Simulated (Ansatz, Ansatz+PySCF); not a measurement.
```json
{"atom": "Na", "x (Å)": "0.0000", "y (Å)": "0.0000", "z (Å)": "-1.3062"}
{"atom": "Cl", "x (Å)": "0.0000", "y (Å)": "0.0000", "z (Å)": "0.8452"}
```

RHF-MP2 on singlet NaCl was run in several spherical basis sets with Ansatz (development build ahead of 0.2.0). Frozen core: 6 orbitals.

(1) Rank the basis sets by the total energy that they give, lowest first, with the distance from the lowest.
A. 6-31G(d)
B. cc-pVTZ
C. cc-pVDZ
D. def2-TZVP
E. def2-SVP

Answers

(1) D (0.00 eV), B (3.71 eV), C (6.16 eV), A (7.32 eV), E (11.94 eV).

Totals follow the description of the cores as much as that of the bonds, so this order isn't one of quality for chemistry.
